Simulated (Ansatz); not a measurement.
Cohesive energy (eV/atom) of 40 elemental metals, computed with PBE (PAW; Ansatz, a program for electronic structure) and with r²SCAN in Ansatz (plane waves, PAW). The set holds measured phases with no doubt noted on the run or the magnetic state but for the caveats below. 5 more of the class have both values but aren't in it, for one of these reasons: built or high-temperature cells, doubts on the run or the magnetic state, unlike cells, values of zero, layered or molecular crystals. Solids without a value at one level (not run, failed, or a magnetic order lost), or held back for tests, aren't counted.

Every twentieth of the way through the set, in order of the shift (worked out from unrounded values):

```
solid              PBE  r²SCAN  shift (eV/atom)
----------------  ----  ------  ---------------
bcc Mo            6.31    5.63            -0.68
hcp Ti            5.28    4.67            -0.61
hcp Ru            6.76    6.29            -0.46
hcp Co            5.02    4.70            -0.33
hcp Os            8.41    8.12            -0.29
bcc Fe            4.91    4.66            -0.25
bcc Ta            8.13    7.96            -0.18
fcc Pb            2.95    2.82            -0.13
fcc Ni            4.76    4.65            -0.10
bcc Cs            0.71    0.68            -0.03
bcc Rb            0.77    0.75            -0.03
bcc K             0.87    0.85            -0.02
white tin (β-Sn)  3.13    3.14            +0.01
hcp Tl            2.01    2.09            +0.08
hcp Lu            4.17    4.30            +0.13
fcc Al            3.43    3.59            +0.16
fcc Ca            1.91    2.08            +0.18
α-phase Ga        2.63    2.84            +0.21
fcc Ag            2.53    2.87            +0.34
fcc Cu            3.52    3.89            +0.37
fcc Au            3.05    3.43            +0.38
```

The shift from PBE to r²SCAN has a median of -0.03 eV/atom, and eight in ten lie between -0.47 eV/atom and +0.35 eV/atom; r²SCAN is the larger in 17 of 40.

Ansatz's runs of these crystals have no spin polarisation, but for bcc Fe, hcp Co, fcc Ni. Meta-GGA and hybrid levels favour moments, which can bear on fcc Pd, hcp Sc, bcc Fe, hcp Co, hcp Ti, hcp Y, fcc Rh, fcc Ni.

Density-functional runs with spin start from parallel moments for bcc Fe, parallel moments for hcp Co, parallel moments for fcc Ni.

Spin–orbit coupling is left out, also for the solids with elements from indium on (bcc Ta, body-centred tetragonal In, hcp Os, bcc Ba, white tin (β-Sn), bcc W, hcp Tl, fcc Ir, hcp Re, bcc Cs and 4 more); its size isn't shown.

Free atoms are spin-polarised, in the lowest state found; at levels without +SOC their spin–orbit coupling is left out. Each level is taken at its own relaxed cell. Caveats: the cell is over a tenth larger than the published one (another phase or state, or a fault of the published cell, is possible) (PBE: hcp Tl). Ansatz's density-functional and Hartree–Fock values are scalar-relativistic unless marked +SOC, with PAW data made under PBE.
